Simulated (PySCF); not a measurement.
Molecule: `InChI=1S/C4H7NO/c1-2-6-4-3-5/h2,4H2,1H3`.

Atoms are numbered as in `[CH3:1][CH2:2][O:3][CH2:4][C:5]#[N:6]` (H(Xn): hydrogen on atom n).

Spin–spin couplings on one PBE0-D3(BJ)/def2-SVP geometry, PySCF 2.14.0 with density-fitted response routines, gas phase, non-relativistic, equivalent pairs averaged (spin–dipole term only in couplings to heteroatoms); isotopes 13C, 1H, 15N, 17O; basis pcJ-1.

Problem. How do the couplings (Hz) change with the functional? Times are CPU seconds on 1 thread of an Arm Neoverse V1, shared host.

Solution. 
```tsv
functional	functions	1J(C4,H(C4))	1J(C2,H(C2))	1J(C1,H(C1))	1J(C4,C5)	1J(C5,N6)	1J(C1,C2)	1J(O3,C4)	core-s
HF	232	198.3	181.0	159.2	132.4	-91.5	67.7	4.2	37
LDA	232	117.5	112.8	100.8	44.1	-7.1	22.1	31.8	23
PBE	232	142.0	135.6	120.9	54.1	-9.3	31.9	31.8	31
KT2	232	152.2	143.5	126.7	40.4	-2.8	22.9	35.4	32
PBE0	232	147.5	140.7	124.8	62.6	-16.3	37.0	26.7	39
B97-2	232	140.3	134.2	119.3	62.0	-15.6	36.5	25.6	44
BHandHLYP	232	168.3	160.1	142.3	78.5	-29.1	47.7	20.0	35
CAM-B3LYP	232	153.3	146.1	129.9	66.0	-19.5	38.7	25.1	49
```
